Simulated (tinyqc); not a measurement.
Inside a calculation. Method: Hueckel theory of the pi electrons, for the molecule Oc1c[cH+]1 (SMILES; centres numbered as the heavy atoms are written). Computed by tinyqc, a small Python program that keeps every step. Settings: charge = 1. Command: `OMP_NUM_THREADS=1 python tinyqc.py 21807 21808 out.jsonl` (the two numbers bound the seeds that draw the settings). One thread of a shared host (Intel(R) Xeon(R) Processor @ 2.60GHz), about 0.01 s of CPU time with the checks.

## The Hueckel matrix

Centres:
```
centre  z_r, pi electrons of the neutral centre         h
1O                                            2  2.000000
2C                                            1  0.000000
3C                                            1  0.000000
4C                                            1  0.000000
```

Bonds:
```
i  j         k
1  2  0.800000
2  3         1
3  4         1
4  2         1
```

H_rr = alpha + h_r beta, H_rs = k_rs beta for bonded centres.

Hueckel matrix in units of beta (H = alpha + beta A), lower triangle:
```
          1O        2C        3C        4C
1O  2.000000
2C  0.800000  0.000000
3C  0.000000  1.000000  0.000000
4C  0.000000  1.000000  1.000000  0.000000
```

## Orbitals

pi electrons, sum of z_r less the charge = 4

Diagonalise; E = alpha + x beta with beta < 0, so the largest x are filled first; degenerate levels share their electrons. P = sum n_i c_ri c_si; each orbital has its largest coefficient positive (the first on a tie).

x values: 2.526323  1.612613  -1.000000  -1.138935

occupations: 2.000000  2.000000  0.000000  0.000000

coefficients:
```
         MO1        MO2        MO3        MO4
1O  0.744442   0.634479   0.000000  -0.207949
2C  0.489771  -0.307237   0.000000   0.815923
3C  0.320883  -0.501519   0.707107  -0.381462
4C  0.320883  -0.501519  -0.707107  -0.381462
```

charge and bond-order matrix P, lower triangle:
```
           1O        2C        3C        4C
1O   1.913514
2C   0.339341  0.668539
3C  -0.158649  0.622488  0.708973
4C  -0.158649  0.622488  0.708973  0.708973
```

## Energy, charges, bond orders

E = sum n x; q_r = z_r - P_rr; bond order p = P_rs; free valence = sqrt(3) - sum of p over the bonds of the atom.

pi energy = 4 alpha + this times beta = 8.277871

pi charges: 1O 0.086486, 2C 0.331461, 3C 0.291027, 4C 0.291027

Bond orders and lengths from R = 1.517 - 0.180 p (angstrom, C-C alone):
```
bond         p         R
1-2   0.339341         -
2-3   0.622488  1.404952
3-4   0.708973  1.389385
4-2   0.622488  1.404952
```

free valence of the carbons: 2C 0.147735, 3C 0.400590, 4C 0.400590

gap between the highest filled and the next level = 2.612613 |beta|
